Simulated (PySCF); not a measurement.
## Molecular orbitals of SO

BLYP at R = 1.503 Å; PySCF, no relativity, basis sets S 6-311G(d,p), O 6-311G(d,p). State: ³Σ⁻ (triplet), unpaired electrons π ↑↑. Only the outer orbitals are listed, counted within each symmetry.

```csv
spin,orbital,occ.,ε (eV),on S (%),main shells (%)
α,5σ,1,-26.98,24,"69 O s, 17 S s"
α,6σ,1,-16.61,74,"70 S s, 19 O s"
α,7σ,1,-10.86,39,"52 O p, 30 S p, 9 S s"
α,2π,1,-10.68,39,"61 O p, 38 S p"
α,2π,1,-10.68,39,"61 O p, 38 S p"
α,3π,1,-5.80,64,"63 S p, 36 O p"
α,3π,1,-5.80,64,"63 S p, 36 O p"
α,8σ,0,-0.76,97,"82 S p, 12 O p, 8 S d"
α,4π,0,3.73,101,101 S p
α,4π,0,3.73,101,101 S p
β,5σ,1,-26.03,27,"66 O s, 18 S s"
β,6σ,1,-15.36,70,"67 S s, 22 O s, 8 O p"
β,7σ,1,-10.13,41,"50 O p, 30 S p, 11 S s"
β,2π,1,-9.39,43,"57 O p, 41 S p"
β,2π,1,-9.39,43,"57 O p, 41 S p"
β,3π,0,-4.23,60,"59 S p, 40 O p"
β,3π,0,-4.23,60,"59 S p, 40 O p"
β,8σ,0,-0.29,98,"83 S p, 11 O p"
```

Q: Which are the highest filled and the lowest empty level, where do they sit, and how wide is the gap?

A: Highest filled α 3π at -5.80 eV (in %: 63 S p, 36 O p); lowest empty β 3π at -4.23 eV (in %: 59 S p, 40 O p); the gap at BLYP is 1.57 eV. Both belong to one degenerate shell, split only by its one-sided filling, so this is no excitation gap.

```json
{
  "bond order (Mayer)": "1.88",
  "⟨S²⟩": "2.003",
  "charge on S (Mulliken, basis-dependent)": "0.33",
  "charge on S (Löwdin, basis-dependent)": "0.32",
  "dipole moment (positive dipole means S(−)O(+))": "-1.57 D"
}
```

Shares are Mulliken populations and can fall outside 0 to 100 %.

The state was picked by a PBE0 search and need not be the measured ground state.
